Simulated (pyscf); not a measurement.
Optimised with ωB97X-D3(BJ)/def2-SVP in PySCF.

How much does it cost (ΔH, 298 K, ωB97M-D3(BJ)/def2-TZVP) to split H₃C–Ti(CH₃)(CH₃)–NH₂ (SMILES [CH3][Ti]([CH3])([CH3])[NH2]) at its N–Ti bond into [H₃C–Ti(CH₃)–CH₃]• + NH₂•?

N–Ti to [H₃C–Ti(CH₃)–CH₃]• + NH₂•: 88.0 kcal/mol. The 7 functionals that were run give +86.2 (M06-2X) to +94.6 kcal/mol (PBE). The radicals are drawn with the spin at the cut bond; how far it spreads was not checked. Other isomers of [H₃C–Ti(CH₃)–CH₃]• were not searched in full and may lie lower. Open-shell species with a d-block atom are single-reference here; other states, and whether the spin sits on metal or ligand, were not checked.
